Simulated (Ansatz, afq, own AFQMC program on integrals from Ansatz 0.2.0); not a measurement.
## Where AFQMC and coupled cluster stand for BeNH2, quartet

```xyz
4

N     0.0000   -0.0694    0.5024
Be    0.0000   -0.1231   -0.8335
H     0.0000    0.7377    1.1324
H     0.0000    1.3276   -0.6614
```

Connectivity, by distances: NH–BeH.

Basis cc-pVDZ. Noble-gas cores (and the filled d shells of Ga–Kr and In–Xe) are frozen. AFQMC by an in-house program on the Cholesky factors that Ansatz 0.2.0 writes for its CCSD(T) run. The CISD trial takes its coefficients from CCSD amplitudes. Released means that phaseless walkers are propagated on without the constraint, phases kept. Free AFQMC starts from the CCSD state and is never constrained. Its projection time is finite, and what remains of the start isn't in its error. ± is one standard error of the sampling.

Determinant: UHF, the one that the program's search chose, which needn't be the lowest solution. The geometry is a point of a scan.

No full CI on the walks' own integrals is used here; CCSDT(Q) serves as the reference and is uncertain by about the last step of the cluster series.

Cautions: lower spins were not checked.

The T1 diagnostic is 0.0172, the weight of the determinant in the CISD state is 0.919 and the ⟨S²⟩ of the determinant is 3.776. The size of the correlated space is 9 electrons in 36 orbitals.

| level | correlation energy (eV) |
| --- | --- |
| MP2 | -4.3315 |
| CCSD | -5.0286 |
| CCSD(T) | -5.1466 |

Task: Estimate where AFQMC with the constraint released lies against CCSD(T) on the same integrals.

Result: 1.05 ± 0.42 mEh below CCSD(T).

Reference: CCSDT(Q), correlation energy -5.176 eV. The released energy is read at 2.40 1/Eh (meV from the phaseless value at times in 1/Eh: -16 ± 12 at 0.24, -11 ± 8 at 0.51, -6 ± 9 at 0.99, -12 ± 11 at 1.62, -7 ± 11 at 2.40).

```
         level  E − E(reference) (mEh)  share of correlation (%)
       CCSD(T)                    1.09                     99.43
         CCSDT                    0.36                     99.81
 ph-AFQMC/CISD             0.30 ± 0.27                     99.84
released AFQMC             0.05 ± 0.42                     99.98
    free AFQMC            -0.28 ± 0.52                    100.15
```

Free projections are given only where their last times agree within the noise and don't stop above the reference; a slow remainder of the start can still hide under it. A walk keeps the symmetry of its determinant, which the program's search chose and which needn't be the lowest solution, so a lower state of the same spin and another symmetry isn't excluded. Released energies are given only where the last usable release times agree within the noise; a slower fall can still hide under it.
